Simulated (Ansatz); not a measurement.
Antiferromagnetic (type II) rock-salt NiO, treated with PBE0 (plane waves, PAW; Ansatz, a quantum-chemistry and plane-wave program).

Numerical settings: plane-wave cutoff 460 eV, 10×10×10 k mesh, Fermi–Dirac smearing 0.01 eV, spin-polarised with opposed moments, scalar-relativistic PAW data made under PBE.

Cell (measured lattice):

```
CELL_PARAMETERS angstrom
      4.17000     2.08500     2.08500
      2.08500     4.17000     2.08500
      2.08500     2.08500     4.17000
ATOMIC_POSITIONS crystal
  Ni 0.00000 0.00000 0.00000
  Ni 0.50000 0.50000 0.50000
  O  0.25000 0.25000 0.25000
  O  0.75000 0.75000 0.75000
```
Starting moments (μB, in the order of the record's atoms Ni Ni O O): 2.0 -2.0 0.0 0.0.

### Question
Estimate the band gap, smallest direct gap on the k points sampled, direct gap at Γ and magnetic moment (largest site, within a sphere) that the calculation returns.

### Answer

* **band gap**: 5.26 eV (indirect)
* **smallest direct gap on the k points sampled**: 5.81 eV
* **direct gap at Γ**: 6.03 eV
* **magnetic moment (largest site, within a sphere)**: 1.68 μB

Note: cell and atoms aren't relaxed at this level (pressure 0.7 GPa).

Moments are spin moments.

The computed numbers hold no vibrational or temperature effects.

Cost on a shared machine: about 30 core-minutes (a rough figure).
